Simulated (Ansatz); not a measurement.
# AlBH+ (triplet): the correlation ladder, cc-pVDZ

Aim: climb from Hartree-Fock through coupled cluster for AlBH+ (triplet) at one geometry and basis, and see what each rung misses.

Method: cc-pVDZ, core rule «outside noble gas», up to 6 orbitals frozen; program: Ansatz 0.2.0, Gaussian basis.

To be run: UHF; CCSD(T) on ROHF; CCSD(T) on UHF; BCCD(T) on ROHF; CISD; CCSDT(Q) on ROHF; CCSDT(Q) on UHF; CISDTQ; CCSDTQ on ROHF; CCSDTQ on UHF; Full CI.

7 further runs of the same task are left out: 4 for a known fault of the program, 3 set aside as unsound or not needed.

### 1 The system

The geometry is a PBE0/def2-TZVP stationary point (not a proven minimum) of the parent state, kept for this charge and spin.

3 atoms, charge 1, spin multiplicity 3.

Atoms are counted from 1 here; the program's logs count them from 0.

Bond lengths: B1–Al2 2.077 Å, Al2–H3 1.601 Å. Angles: B1–Al2–H3 125.0°.

Geometry (Å):

```xyz
3

B     0.0000   -0.1388    1.5159
Al    0.0000    0.0968   -0.5473
H     0.0000   -1.1027   -1.6081
```

### 2 UHF

in.yaml reads:

```yaml
crystal:
  periodic: [false, false, false]
  atoms:
    - {symbol: B, position_ang: [0.000000, -0.138799, 1.515922]}
    - {symbol: Al, position_ang: [0.000000, 0.096806, -0.547327]}
    - {symbol: H, position_ang: [0.000000, -1.102664, -1.608146]}
basis:
  gaussian: {orbitals: cc-pVDZ}
total_charge: 1
magnetization: {spin_polarized: true, initial_magnetization: 2}
hamiltonian: {xc: hf}
output: {orbitals: {seedname: orbitals}}
```

Started as:

```bash
$ ansatz run in.yaml --threads 1 --pin off --events-out ev --progress --plain --max-ram 2816MiB --backend cpu
```

After this run come: CCSD(T) on ROHF; CCSD(T) on UHF; BCCD(T) on ROHF; CISD; CCSDT(Q) on ROHF; CCSDT(Q) on UHF; CISDTQ; CCSDTQ on ROHF; CCSDTQ on UHF; Full CI.

Q: Predict the results of all the runs planned. Wanted: FCI below the RHF energy; RMP2 from FCI; UMP2 from FCI; RCCSD from FCI; RCCSD(T) from FCI; UCCSD(T) from FCI; RCCSDT(Q) from FCI; UCCSDT(Q) from FCI; T1 diagnostic.

**Answer**, as computed:

| quantity | value |
| --- | --- |
| FCI below the RHF energy | -3.0486 eV |
| RMP2 from FCI | +916.9 meV |
| UMP2 from FCI | +945.9 meV |
| RCCSD from FCI | +127.9 meV |
| RCCSD(T) from FCI | +40.3 meV |
| UCCSD(T) from FCI | +39.4 meV |
| RCCSDT(Q) from FCI | +1.4 meV |
| UCCSDT(Q) from FCI | +0.8 meV |
| levels within 1 kcal/mol (43 meV) | RCCSD(T), UCCSD(T), BCCD(T), RCCSDT, UCCSDT, CISDTQ, RCCSDT(Q), UCCSDT(Q), RCCSDTQ, UCCSDTQ |
| T1 diagnostic | 0.038 |
| effectively unpaired electrons | 2.07 |

What this shows: RCCSD(T) lands +40.3 meV from the yardstick (1.3 % of the correlation energy). One determinant dominates. These misses are within one basis, not against nature; the frozen cores of restricted and unrestricted runs differ, which can shift their rows.
